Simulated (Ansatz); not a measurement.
Ideal-gas functions of C2H5Mg (`[CH2][Mg][CH3]`) radical at 800 K and 1 bar, from an Ansatz frequency run at PBE0-D4/def2-TZVP.

Molar mass 53.37 g/mol, point group Cs (symmetry number 1), electronic degeneracy 2, moments of inertia 4.719, 137.623, 139.218 u Å². Harmonic wavenumbers (cm⁻¹, unscaled): 28, 113, 121, 458, 472, 538, 569, 573, 665, 1150, 1365, 1442, 1442, 3026, 3072, 3106, 3107, 3147.

Use S(trans) = R[1.5 ln M + 2.5 ln T − 1.1517]; rotational temperatures θ = 24.2544 K / I; S(rot) = R[ln(√π/σ · √(T³/θAθBθC)) + 1.5]; for each mode x = 1.438777 ν̃/T, S = R[x/(eˣ − 1) − ln(1 − e⁻ˣ)] and H = RT x/(eˣ − 1); 1 cm⁻¹ = 0.0119627 kJ/mol; R = 8.31446 J/(mol·K).

Problem. By hand: the entropy, in J/(mol·K).

Solution. Translation 179.0. Rotation: θ = 5.1397, 0.1762, 0.1742 K, giving 108.3. Vibration, mode by mode: 33.16, 21.58, 21.01, 10.16, 9.92, 8.91, 8.48, 8.42, 7.30, 3.61, 2.66, 2.39, 2.39, 0.23, 0.22, 0.21, 0.21, 0.19, in all 141.0. Electronic 5.8. Sum 434.1 J/(mol·K).

Problem. By hand: H − E and G − E in kJ/mol, counted from the electronic energy.

Solution. Zero-point energy ½ × 24394 × 0.0119627 = 145.9; thermal vibration 49.0; translation, rotation and pV give 4 RT = 26.6. H − E = 221.5 kJ/mol, and G − E = 221.5 − 800 × 434.1/1000 = -125.8 kJ/mol.

Vibration gives 32 % of the entropy, 75.8 J/(mol·K) of it from the modes under 150 cm⁻¹: soft modes count most, and the harmonic formula is weakest for them.
